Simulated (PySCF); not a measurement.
## Relaxation of singlet S₂F₄

All numbers come from PBE0/[S def2-SVP, F def2-SVP], no relativity, density fitting, PySCF. A (50,194) grid was used.

A hand-made square pyramidal (ligand arrangement 2) start, of C4v symmetry, held to at least that symmetry:

```xyz
6
charge 0 multiplicity 1, angstrom
S     0.0000    0.0000   -0.2410
S     0.0000    0.0000    1.6390
F     1.6335    0.0000   -0.5882
F     0.0000    1.6335   -0.5882
F    -1.6335    0.0000   -0.5882
F     0.0000   -1.6335   -0.5882
```

(1) What forces act on the atoms at the start (eV/Å)?

(2) What does it relax to?

(3) How much energy is released, and in how many steps?

Answers

(1) 
```json
{"atom": "S1", "Fx": "0.00", "Fy": "0.00", "Fz": "4.58"}
{"atom": "S2", "Fx": "0.00", "Fy": "0.00", "Fz": "0.73"}
{"atom": "F3", "Fx": "-1.90", "Fy": "0.00", "Fz": "-1.33"}
{"atom": "F4", "Fx": "0.00", "Fy": "-1.90", "Fz": "-1.33"}
{"atom": "F5", "Fx": "1.90", "Fy": "0.00", "Fz": "-1.33"}
{"atom": "F6", "Fx": "0.00", "Fy": "1.90", "Fz": "-1.33"}
```

(2) It ends at C4v with S–F 1.618 Å (×4), S–S 1.872 Å; F–S–F 83.3° (×4), F–S–F 140.0° (×2), F–S–S 110.0° (×4). A frequency run shows 1 imaginary mode, down to 148i cm⁻¹, so it is a saddle point. Other isomers or separated fragments may lie lower.

(3) 99.4 kJ/mol in 4 steps.
